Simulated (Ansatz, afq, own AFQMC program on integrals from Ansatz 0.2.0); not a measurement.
AFQMC on a folder of integrals that Ansatz 0.2.0 wrote.

```yaml
crystal:
  periodic: [false, false, false]
  atoms:
    - {symbol: Al, position_ang: [0.000000, 0.000000, 0.000000]}
basis:
  gaussian: {orbitals: aug-cc-pVDZ}
magnetization: {spin_polarized: true, initial_magnetization: 3}
correlation: {method: ccsd_t, electrons: outside_noble_gas, hamiltonian_folder: ham}
```

```sh
$ ansatz run in.yaml --threads 1 --pin off --events-out ev --progress --plain --max-ram 16896MiB --backend cuda --devices 0, --max-vram 18GiB
```

afq runs on the folder ham with

```
--method phaseless --trial hf --walkers 4000 --populations 20 --least-time 40 --time-step 0.005 --steps-per-block 20 --equilibration-blocks 112 --max-blocks 4000 --target-error 0.00055 --factor-cut 1e-05 --start spin_pure --seed 2395 --taylor-order 6
```

Times are imaginary, in 1/Eh. The walk had a cap of 49 s. With eight or more populations the least sampling time is a fifth of least-time, and the error comes from their spread.

Output of the walk:

```
orbitals 22  electrons 3 0  factors 119 of 143
reference energy -241.78530283 Eh
CCSD correlation -0.01222081 Eh in 8 cycles, weight of the determinant in the CISD state 0.9821
energy of the start -241.785303 Eh
 block  time / (1/Eh)  mean weight  energy / Eh
     1     0.100  1.0000  -241.786152
     2     0.200  1.0000  -241.786948
     3     0.300  1.0000  -241.787682
     4     0.400  1.0000  -241.788362
     5     0.500  1.0000  -241.789008
     7     0.700  1.0000  -241.790124
     9     0.900  1.0000  -241.791040
    13     1.300  1.0000  -241.792575
    21     2.100  1.0000  -241.794614
    25     2.500  1.0001  -241.795459
    29     2.900  1.0001  -241.795805
    37     3.700  1.0000  -241.796335
    45     4.500  1.0000  -241.797204
    53     5.300  1.0001  -241.796783
    61     6.100  1.0000  -241.796976
    69     6.900  1.0001  -241.796735
    77     7.700  1.0000  -241.796917
    85     8.500  0.9999  -241.796839
    93     9.300  1.0000  -241.797027
   101    10.100  0.9999  -241.797062
   109    10.900  0.9999  -241.796833
   117    11.700  1.0000  -241.796849
   125    12.500  1.0000  -241.796575
   133    13.300  0.9999  -241.796946
   141    14.100  0.9999  -241.796450
   149    14.900  0.9999  -241.797038
   157    15.700  1.0000  -241.797055
   165    16.500  1.0000  -241.796693
   173    17.300  1.0000  -241.797138
   181    18.100  0.9999  -241.796736
   189    18.900  0.9999  -241.797430
error from the spread of 20 populations
energy -241.796882 +/- 0.000102 Eh
(rows thinned)
```

The run passed its tests (sampling time, drift between the halves within three errors, error under three times the target), which doesn't prove that it has relaxed.

Against this walk (error 2.8 meV) on the same determinant: CCSD(T) 18.6 meV lower, full CI 19.3 meV lower, a separate phaseless walk with a CISD trial and standard settings 18.8 ± 2.8 meV lower. The error is statistical and leaves out the bias of the constraint. Full CI is exact here, so the walk's 19 meV above it is the walk's own error: the bias of the constraint with this trial. It lies above even CCSD, by 17 meV.

Cautions: constraint bias not in the error; another spin lies lower (by 3.42 eV).

The walk took 14 s on 1 × NVIDIA H100 80GB HBM3 with 2 threads of AMD EPYC 7R13 Processor (Zen 3), with other jobs on the host (the card was shared). The log's last line is the phaseless energy.

A walk keeps the symmetry of its determinant, which the program's search chose and which needn't be the lowest solution, so a lower state of the same spin and another symmetry isn't excluded.
